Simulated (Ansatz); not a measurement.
Input file:

```yaml
crystal:
  periodic: [false, false, false]
  atoms:
    - {symbol: B, position_ang: [0.000000, -0.273023, 0.705682]}
    - {symbol: N, position_ang: [0.000000, -0.000370, -0.772307]}
    - {symbol: H, position_ang: [0.000000, 2.933543, 3.163228]}
basis:
  gaussian: {orbitals: cc-pVDZ}
magnetization: {spin_polarized: true, initial_magnetization: 3}
correlation: {method: ccsdt_q, electrons: outside_noble_gas}
```

```sh
$ ansatz run in.yaml --threads 1 --pin off --events-out ev --progress --plain --max-ram 2393MiB
```

**Question.** Roughly how long does this take on 1 thread of Arm Neoverse V1, shared host, and how much host memory?

**Answer.** 20 s wall and 0.25 GiB.

```
564 factors; integrals over basis functions are off by at most 1.3e-7 eV
mean field evaluation 1: about -2160.5574 eV, gradient 1.4e1 eV
mean field evaluation 2: about -2160.5592 eV, gradient 1.4e1 eV
mean field evaluation 4: about -2162.0890 eV, gradient 2.4e0 eV
mean field evaluation 8: about -2162.2459 eV, gradient 3.6e-1 eV
mean field evaluation 16: about -2162.5089 eV, gradient 1.9e0 eV
mean field evaluation 32: about -2162.2628 eV, gradient 2.2e-1 eV
mean field evaluation 64: about -2162.8730 eV, gradient 5.0e-2 eV
mean field evaluation 96: about -2162.2698 eV, gradient 7.6e-4 eV
mean field evaluation 128: about -2162.8717 eV, gradient 2.2e-2 eV
mean field evaluation 160: about -2162.8748 eV, gradient 1.8e-2 eV
...
mean field -2162.87606881 eV, -79.4842294786 hartree, gradient 2.7e-6 eV, S^2 4.087789; 24 other end points of the search recorded, 0 dependent functions left out
determinant -2162.87606881 eV, -79.4842294786 hartree, with singles and doubles -2167.78160098 eV, -79.6645044609 hartree
determinant -2162.87148938 eV, -79.4840611877 hartree, with singles and doubles -2167.77993024 eV, -79.6644430624 hartree
determinant -2162.71466773 eV, -79.4782980985 hartree, with singles and doubles -2167.68912427 eV, -79.6611060043 hartree
determinant -2162.27038136 eV, -79.4619708754 hartree, with singles and doubles -2168.10649431 eV, -79.6764440704 hartree
determinant -2162.26979913 eV, -79.4619494788 hartree, with singles and doubles -2168.10644318 eV, -79.6764421914 hartree
determinant -2162.20711594 eV, -79.4596459140 hartree, with singles and doubles -2168.10340868 eV, -79.6763306756 hartree
determinant -2162.20709446 eV, -79.4596451246 hartree, with singles and doubles -2168.10339733 eV, -79.6763302585 hartree
determinant -2161.11294941 eV, -79.4194360357 hartree, with singles and doubles -2165.15370376 eV, -79.5679310193 hartree
determinant -2161.10935250 eV, -79.4193038517 hartree, with singles and doubles -2165.14752287 eV, -79.5677038756 hartree
determinant -2160.10522782 eV, -79.3824029503 hartree, with singles and doubles -2164.23072050 eV, -79.5340120103 hartree
determinant -2160.09718193 eV, -79.3821072694 hartree, with singles and doubles -2164.22250142 eV, -79.5337099646 hartree
determinant -2162.87606881 eV, -79.4842294786 hartree, with singles and doubles -2167.67815109 eV, -79.6607027476 hartree
determinant -2162.87148938 eV, -79.4840611877 hartree, with singles and doubles -2167.67812048 eV, -79.6607016225 hartree
determinant -2162.71466773 eV, -79.4782980985 hartree, with singles and doubles -2167.68899875 eV, -79.6611013915 hartree
determinant -2162.27038136 eV, -79.4619708754 hartree, with singles and doubles -2168.11908760 eV, -79.6769068654 hartree
determinant -2162.26979913 eV, -79.4619494788 hartree, with singles and doubles -2168.11903145 eV, -79.6769048020 hartree
determinant -2162.20711594 eV, -79.4596459140 hartree, with singles and doubles -2168.11122033 eV, -79.6766177487 hartree
determinant -2162.20709446 eV, -79.4596451246 hartree, with singles and doubles -2168.11121347 eV, -79.6766174964 hartree
...
2 core orbitals not correlated: weight in the atoms' cores, before any rotation towards them, 1.000 or more for the frozen orbitals, at most 0.000 for the correlated occupied ones
reference -2162.20714603 eV, -79.4596470200 hartree; 6, 3 occupied and 25, 28 virtual orbitals, 564 factors
second order -5.34011119 eV of doubles, -0.00000000 eV of singles
...
cycle  16  -6.29835462 eV  change   -3.9e-5 eV  update   2.7e-5
cycle  17  -6.29837840 eV  change   -2.4e-5 eV  update   1.5e-5
cycle  18  -6.29837459 eV  change    3.8e-6 eV  update   9.4e-6
cycle  19  -6.29837816 eV  change   -3.6e-6 eV  update   5.4e-6
cycle  20  -6.29837642 eV  change    1.7e-6 eV  update   3.9e-6
cycle  21  -6.29837619 eV  change    2.3e-7 eV  update   2.7e-6
cycle  22  -6.29837665 eV  change   -4.7e-7 eV  update   1.7e-6
cycle  23  -6.29837586 eV  change    8.0e-7 eV  update   9.2e-7
cycle  24  -6.29837474 eV  change    1.1e-6 eV  update   4.1e-7
cycle  25  -6.29837466 eV  change    8.8e-8 eV  update   2.6e-7
perturbative correction -0.04489950 eV, -0.0016500263 hartree
Total energy: -2168.55042019 eV, -79.6927580458 hartree
```

The determinant lies 0.67 eV above the lowest one of its kind in the log. The T1 diagnostic is 0.045.
